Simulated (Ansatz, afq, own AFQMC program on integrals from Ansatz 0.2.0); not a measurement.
**CH2N, quartet in cc-pVDZ, levels against CCSDT(Q)**

```yaml
atoms:
  - { symbol: N, position_ang: [0.0000, 0.0000, 0.8856] }
  - { symbol: C, position_ang: [0.0000, 0.0000, -1.2674] }
  - { symbol: H, position_ang: [0.0000, 0.8633, 1.3978] }
  - { symbol: H, position_ang: [0.0000, -0.8633, 1.3978] }
```

Connectivity, by distances: NH2 ··· C.

Basis cc-pVDZ. Noble-gas cores (and the filled d shells of Ga–Kr and In–Xe) are frozen. AFQMC by an in-house program on the Cholesky factors that Ansatz 0.2.0 writes for its CCSD(T) run. The CISD trial takes its coefficients from CCSD amplitudes. Released means that phaseless walkers are propagated on without the constraint, phases kept. Uncertainties: one standard error, sampling alone.

Determinant: UHF, the one that the program's search chose, which needn't be the lowest solution. The geometry is a point of a scan.

No full CI on the walks' own integrals is used here; CCSDT(Q) serves as the reference and is uncertain by about the last step of the cluster series.

Cautions: lower spins were not checked.

* T1 diagnostic: 0.0190
* weight of the determinant in the CISD state: 0.897
* ⟨S²⟩ of the determinant: 3.793
* size of the correlated space: 11 electrons in 36 orbitals

Reference: CCSDT(Q), correlation energy -6.713 eV. The released energy is read at 2.40 1/Eh (meV from the phaseless value at times in 1/Eh: -7 ± 14 at 0.24, -5 ± 13 at 0.51, -4 ± 14 at 0.99, -11 ± 17 at 1.62, -2 ± 17 at 2.40).

| level | E − E(reference) (kJ/mol) | share of correlation (%) |
| --- | --- | --- |
| HF | 647.7 | 0.00 |
| MP2 | 118.7 | 81.67 |
| CCSD | 17.1 | 97.36 |
| CCSD(T) | 3.8 | 99.41 |
| CCSDT | 0.9 | 99.86 |
| ph-AFQMC/HF | 10.4 ± 4.0 | 98.39 |
| ph-AFQMC/CISD | 0.2 ± 1.3 | 99.97 |
| released AFQMC | 0.0 ± 1.7 | 100.00 |

A walk keeps the symmetry of its determinant, which the program's search chose and which needn't be the lowest solution, so a lower state of the same spin and another symmetry isn't excluded. Released energies are given only where the last usable release times agree within the noise; a slower fall can still hide under it.
